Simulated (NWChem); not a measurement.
# Atomisation of hydrogen cyanide (CHN)

```xyz
3

C      0.0000     0.0000    -0.4998
N      0.0000     0.0000     0.6540
H      0.0000     0.0000    -1.5793
```
Charge 0, spin multiplicity 1.

Everything below was run with NWChem. The geometry was optimised at PBE0/def2-SVP, a minimum by its harmonic frequencies.

Basis set: def2-TZVP. The atomisation energy is electronic alone: no zero-point, thermal, spin-orbit or counterpoise terms. No value is extrapolated to the basis-set limit. Free atoms are single determinants with multiplicities C 3, N 4, H 2. Correlated methods freeze the same cores in atoms and molecule, 2 orbitals in all.

B3LYP has NWChem's definition, with VWN1-RPA local correlation. The stability of the SCF solutions was not checked. Open-shell Hartree-Fock references start from PBE0 orbitals. Coupled-cluster values serve here as a point of comparison, not as the truth.

```
method       atomisation energy (kcal/mol)
-----------  -----------------------------
HF                              (withheld)
LDA (SVWN5)                          360.1
PBE                             (withheld)
B3LYP                           (withheld)
PBE0                                 310.6
BHandHLYP                            293.1
BLYP                                 319.9
MP2                                  311.9
CCSD(T)                              300.2
CAM-B3LYP                       (withheld)
```

### Question
What belongs in the gaps?

### Answer

- HF, atomisation energy (kcal/mol): 198.2
- PBE, atomisation energy (kcal/mol): 325.9
- B3LYP, atomisation energy (kcal/mol): 312.7
- CAM-B3LYP, atomisation energy (kcal/mol): 312.1
